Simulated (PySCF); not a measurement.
Simulated outer-valence photoelectron spectrum of `O=C/C=C\Cl`. Level of theory: EOM-IP-CCSD/aug-cc-pVDZ in PySCF, restricted Hartree–Fock reference, frozen core, non-relativistic, gas phase, PBE0-D3(BJ)/def2-SVP geometry.

Each root has a Gaussian of 0.5 eV full width with its one-hole share as area; cross sections and vibrations are left out, and the highest printed point is 100.

(ionisation energy (eV), intensity): (9.4, 1), (9.6, 6), (9.8, 31), (10.0, 67), (10.2, 84), (10.4, 77), (10.6, 44), (10.8, 12), (11.0, 1), (11.2, 0), (11.4, 0), (11.6, 1), (11.8, 9), (12.0, 36), (12.2, 61), (12.4, 42), (12.6, 12), (12.8, 2), (13.0, 8), (13.2, 34), (13.4, 59), (13.6, 43), (13.8, 21), (14.0, 43), (14.2, 91), (14.4, 100), (14.6, 58), (14.8, 31), (15.0, 50), (15.2, 57), (15.4, 28), (15.6, 6), (15.8, 1), (16.0, 8), (16.2, 34), (16.4, 59), (16.6, 43), (16.8, 13), (17.0, 2)

Where are the maxima, and how many lines lie under the curve?

6 maxima, at 10.2, 12.2, 13.4, 14.3, 15.1 and 16.4 eV, from 8 lines. At this width some lines have no maximum of their own.

List the lines with their holes.

```tsv
E (eV)	leading hole (HF orbital)	area	Koopmans (eV)
10.05	HOMO-1	0.94	11.84
10.41	HOMO	0.96	10.66
12.22	HOMO-2	0.95	13.32
13.42	HOMO-3	0.94	14.33
14.22	HOMO-5	0.95	15.46
14.44	HOMO-4	0.91	15.35
15.14	HOMO-6	0.94	17.20
16.43	HOMO-7	0.93	18.15
```

The widest gap, 1.81 eV, lies between 10.41 and 12.22 eV. Only orbitals with −ε under 21 eV, eight at most, were ionised, so the high end of the curve may lack lines.

Shape of the structure used: `[O:1]=[CH:2]/[CH:3]=[CH:4]\[Cl:5]`: O1–C2–C3–C4 180°.

One conformer stands for the species.
